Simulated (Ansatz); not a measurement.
# H2SSi: the cost of one run

Program: the Python package of Ansatz 0.2.0. Level of theory: PBE0+D3(BJ)/cc-pVDZ. These are calculated values, not measurements.

## (1) The structure

Bond lengths: Si1–S2 2.183 Å, Si1–H3 1.392 Å, S2–H4 1.279 Å. Angles: Si1–S2–H4 100.4°, S2–Si1–H3 109.2°.

h2ssi.xyz, read by the script:

```xyz
4

Si   -0.10840   -1.01350    0.23790
S     0.12230    1.09230   -0.28820
H     0.97210   -1.41030    1.02130
H    -0.93050    1.27110   -0.99130
```

## (2) Script

run_pa.py

```python
"""Proton affinity of H2SSi at one site."""

import ansatz as az
import numpy as np


def main() -> None:
    h2ssi = az.Crystal.molecule_from_extxyz("h2ssi.xyz")

    model = (
        h2ssi.calculation()
        .basis(gaussian="cc-pVDZ")  # atom-centred Gaussian functions
        .functional("pbe0", dispersion="d3bj")
    )
    symbols = [site.symbol for site in h2ssi.cartesian_sites]
    start = np.array([site.position_ang for site in h2ssi.cartesian_sites], dtype=float)
    r = model.relax(force_tolerance=0.01).run(threads=1).report
    end = np.array(r["positions_ang"])

    # start the new hydrogen opposite the existing bonds
    away = sum((end[1] - end[j]) / np.linalg.norm(end[1] - end[j]) for j in [0, 3]) + np.array([0.15, 0.1, -0.2])
    proton = end[1] + 1.4 * away / np.linalg.norm(away)
    acid = az.Crystal.molecule()
    for symbol, place in zip(symbols, end):
        acid = acid.atom(symbol, place.tolist())
    acid = acid.atom("H", proton.tolist())
    protonated = (
        acid.calculation()
        .basis(gaussian="cc-pVDZ")
        .functional("pbe0", dispersion="d3bj")
        .charge(1)
        .relax(force_tolerance=0.01, max_steps=80)  # relax until the tolerances are met
    )
    after = protonated.run(threads=1).report
    xyz = np.array(after["positions_ang"])
    reach = np.linalg.norm(xyz[:-1] - xyz[-1], axis=1)
    print(f"base {r['free_energy_ev']:.5f} eV, protonated {after['free_energy_ev']:.5f} eV")
    print(f"the proton ends {reach.min():.3f} A from {symbols[reach.argmin()]}{reach.argmin()}")
    print(f"electronic proton affinity {23.060548 * (r['free_energy_ev'] - after['free_energy_ev']):.1f} kcal/mol")


if __name__ == "__main__":
    main()
```

## (3) The input behind the calls

The engine receives this input (first run):

```yaml
crystal:
  periodic: [false, false, false]
  atoms:
    - { symbol: Si, position_ang: [-0.1084, -1.0135, 0.2379] }
    - { symbol: S, position_ang: [0.1223, 1.0923, -0.2882] }
    - { symbol: H, position_ang: [0.9721, -1.4103, 1.0213] }
    - { symbol: H, position_ang: [-0.9305, 1.2711, -0.9913] }
basis:
  gaussian:
    orbitals: cc-pVDZ
hamiltonian:
  xc: pbe0
  dispersion: d3bj
relax:
  f_tol: 0.01
```

## (4) Running it

Run with:

```console
> python run_pa.py
```

**Question.** How long does this script take on 1 thread of Arm Neoverse V1, shared host, and how much memory does it need?

About 21 s, with a peak of 0.18 GiB.
